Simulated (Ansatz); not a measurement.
Working through a ladder of basis sets of AlCl2H, SMILES [Cl][AlH][Cl]

Program: Ansatz 0.2.0, Python API.

Run as a notebook:

**Cell 1**
```python
import ansatz as az
from ase import Atoms
```

**Cell 2**
```python
config = {
    "level": "mp2",
}

atoms = Atoms(["Cl", "Al", "Cl", "H"], positions=[
    [-1.3373, 0.6843, 1.4685],
    [0.1119, 0.0781, -0.0319],
    [-0.1657, -1.8452, -1.0985],
    [1.4466, 1.0224, -0.3584],
])
system = az.Crystal.molecule_from_ase(atoms)
```

**Cell 3**
```python
model = system.calculation().correlation(config["level"])
```

**Cell 4**
```python
energies = {}
for basis in ["cc-pVDZ", "cc-pVTZ"]:
    report = model.basis(gaussian=basis).run(threads=1).report
    size = report["n_frozen"] + report["n_occupied"][0] + report["n_virtual"][0]
    energies[basis] = (report["reference_energy_ev"] / 27.211386246, report["free_energy_ev"] / 27.211386246)
    print(f"{basis:14s} {size:4d} orbitals  reference {energies[basis][0]:14.6f} Ha  total {energies[basis][1]:14.6f} Ha")
```
Output:
```text
cc-pVDZ          59 orbitals  reference   -1161.642382 Ha  total   -1161.969283 Ha
cc-pVTZ         116 orbitals  reference   -1161.688603 Ha  total   -1162.135967 Ha
```

**Cell 5**
```python
# two-point extrapolation: the basis-set error of the correlation energy falls as X^-3
small, large = (energies[b][1] - energies[b][0] for b in ("cc-pVDZ", "cc-pVTZ"))
limit = (3 ** 3 * large - 2 ** 3 * small) / (3 ** 3 - 2 ** 3)
print(f"correlation energy: {small:.6f} and {large:.6f} Ha, extrapolated {limit:.6f} Ha")
print(f"share caught by the larger set: {100 * large / limit:.1f} %")
```
Output:
```text
correlation energy: -0.326901 and -0.447363 Ha, extrapolated -0.498084 Ha
share caught by the larger set: 89.8 %
```

Against cc-pVDZ: cc-pVTZ -166.7 mHa. The last step alone is -166.68 mHa. From the first set to the last the time grows from 0.5 to 1.3 s.

The drop along the ladder measures the basis error, and is no property of the molecule. The geometry is a force-field or estimated start, not a minimum of this method, and the last set is no limit. Much of the fall in a total is atomic energy, which cancels in bond and reaction energies. Inner cores stay frozen, so this is valence correlation. For Al to Cl the sets with a tight d function, cc-pV(X+d)Z, are usual. An extrapolation from small basis sets is rough. Wall time of the script: 2.3 s on 1 thread of Arm Neoverse V1, with other jobs on the host, peak memory 0.24 GiB.
